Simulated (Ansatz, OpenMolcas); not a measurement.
The same job for Ansatz

OpenMolcas 26.06 runs this on BF (SMILES [B]F):

job.inp:
```
&GATEWAY
BASLIB=$CurrDir
BASISSET
B.STO-3G....
B1 0.000000 0.000000 -1.866610 angstrom
End of Basis
BASISSET
F.STO-3G....
F2 0.000000 0.000000 1.244390 angstrom
End of Basis
&SEWARD
&SCF
UHF
THRESHOLDS=1e-10 1e-07 1e-07 1e-05
SCRAMBLE=0.25
PRORBITALS=1 1
```

```bash
$ export MOLCAS_MEM=1860
$ pymolcas job.inp > job.log
```

(Basis files named in the input come from the Basis Set Exchange and aren't shown.)

The B1–F2 distance was set to 3.111 Å, away from the relaxed value.

The reference is spin-contaminated (⟨S²⟩ = 1.00).

It gives a total energy of -122.136003 Eh.

Problem. Translate the job to Ansatz 0.2.0 as an input file of the program's own.

Solution. This input was run:

input.yaml:
```yaml
crystal:
  periodic: [false, false, false]
  atoms:
    - {symbol: B, position_ang: [0.000000, 0.000000, -1.866610]}
    - {symbol: F, position_ang: [0.000000, 0.000000, 1.244390]}
basis:
  gaussian:
    orbitals: STO-3G
magnetization:
  spin_polarized: true
  initial_magnetization: 0
total_charge: 0
accuracy: high
hamiltonian:
  xc: hf
```

```bash
$ ansatz run input.yaml --threads 1 --pin off --max-ram 2610MiB --events-out events.jsonl --progress --plain --runs-dir runs
```

Its energy is -122.136381 Eh, 0.378 mEh from the first.
